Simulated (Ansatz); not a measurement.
Scan of the F1–C2 bond length

CH$_{3}$FSi (SMILES FC=[SiH2]), singlet, at its PBE0-D4/def2-TZVP minimum:

| atom | x (Å) | y (Å) | z (Å) |
| --- | --- | --- | --- |
| F1 | -0.5433 | -1.6573 | 0.9268 |
| C2 | -0.2443 | -0.8406 | -0.0954 |
| Si3 | 0.2355 | 0.8038 | 0.0569 |
| H4 | -0.3389 | -1.3388 | -1.0574 |
| H5 | 0.5239 | 1.5416 | -1.1850 |
| H6 | 0.3670 | 1.4914 | 1.3541 |

The bond length F1–C2 (1.342 Å at the minimum) is set to the values below, the two halves moving rigidly along the bond. Each method's energies count from its own value at the PBE0-D4 minimum structure. Ansatz 0.2.0; basis: def2-TZVPP; cores frozen in the correlated methods.

CCSD(T) energies along the scan:
```tsv
bond length (Å)	CCSD(T) (eV)
1.208	0.557
1.235	0.348
1.274	0.143
1.320	0.021
1.371	0.002
1.426	0.083
1.485	0.251
1.546	0.486
1.611	0.778
```
They count from the CCSD(T) energy at the PBE0-D4 minimum.

Minimum and curvature along this coordinate at CCSD(T): A fifth-order fit through the nearest points gives 1.354 Å, with a curvature of about 38 eV/Å².

Q: Treat the two halves as rigid bodies and work out the harmonic wavenumber of this stretch from that curvature (ν̃ = 521.5 √(k/μ) cm⁻¹ with k in eV/Å² and μ in u).

A: The halves weigh 19.00 and 43.12 u, so μ = 19.00 × 43.12/62.12 = 13.189 u and ν̃ = 521.5 √(38/13.189) ≈ 890 cm⁻¹. A true normal mode mixes in other motions, so this is a guide only.

Largest difference from the CCSD(T) curve over the scan: PBE-D4 0.068; r2SCAN-D4 0.043; PBE0-D4 0.102; HF 0.266 eV. Each curve counts from its own value at the minimum.

The T1 diagnostic stays at or below 0.019. The restricted Hartree–Fock reference is unstable towards an unrestricted one here.

For scale, one of the runs: CCSD(T)/def2-TZVPP, 146 basis functions (an equivalent command: `ansatz run in.yaml --threads 2`). The run took 13 s on 2 CPU threads (shared host), with 0.88 GiB of host memory at its peak.
